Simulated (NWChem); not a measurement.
System: CH3, doublet; SMILES [CH3]

```xyz
4

C      0.0000     0.0000     0.0000
H     -0.7709    -0.7709     0.0000
H     -0.2822     1.0531     0.0000
H      1.0531    -0.2822     0.0000
```
Atoms are numbered in this order, from 1.

All runs: NWChem. Spin-unrestricted. In the optimisation the excess spin sits in a2" (D3h, its own frame). The geometry was optimised at PBE0/def2-SVP, spin-unrestricted. No stability test was run on the SCF state. Vertical excitations in the gas phase; the lowest state need not have the same character in each row. Excited states of an open shell can be spin-contaminated.

Q: Order these by “lowest excitation (eV)”, lowest first: LDA (Slater exchange, VWN5)/aug-cc-pVDZ, TDA; B3LYP/aug-cc-pVDZ, TDA; CAM-B3LYP/aug-cc-pVDZ, TDA.

A: LDA (Slater exchange, VWN5)/aug-cc-pVDZ, TDA (4.95), B3LYP/aug-cc-pVDZ, TDA (5.19), CAM-B3LYP/aug-cc-pVDZ, TDA (5.47)
